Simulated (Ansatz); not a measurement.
Rutile MnF2 was calculated with PBE in Ansatz (plane waves, PAW).

Run with plane-wave cutoff 520 eV, 8×8×10 k mesh (along the axes of the cell as run), Fermi–Dirac smearing 0.01 eV, spin-polarised with opposed moments, scalar-relativistic PAW data made under PBE.

Shape and atoms are relaxed at each volume.

Pressure at four volumes; x = ln(V/13.489 Å³). One pressure is withheld.

| V (Å³/atom) | x | P (GPa) |
|---|---|---|
| 12.949 | -0.0409 | ? |
| 13.219 | -0.0202 | 1.76 |
| 13.489 | 0.0000 | 0.00 |
| 14.028 | 0.0392 | -2.93 |

Problem. Pass a parabola P(x) through the three rows shown, estimate the bulk modulus and its pressure derivative near zero pressure, and predict the withheld pressure.

Solution. Slopes between the rows: (0.00 − (1.76))/(0.0000 − (-0.0202)) = -87.13 and (-2.93 − (0.00))/(0.0392 − (0.0000)) = -74.74 GPa. Their difference over the span 0.0594 is c = 12.39/0.0594 = 208.6 GPa, so P(x) = 1.76 + (-87.13)(x − (-0.0202)) + 208.6 (x − (-0.0202))(x − (0.0000)). At the middle row B = −dP/dx = −[-87.13 + 208.6 × 0.0202] = 82.9 GPa, and B′ = dB/dP = 2c/B = 5.0. At x = -0.0409 the parabola gives 3.74 GPa; the run gives 3.74 GPa. The Birch–Murnaghan fit to the energies at all volumes has B0 = 82.7 GPa and B′ = 5.1.

Note: without U or exact exchange, gaps and moments of open d shells tend to come out too small.

Ansatz is an electronic-structure program.
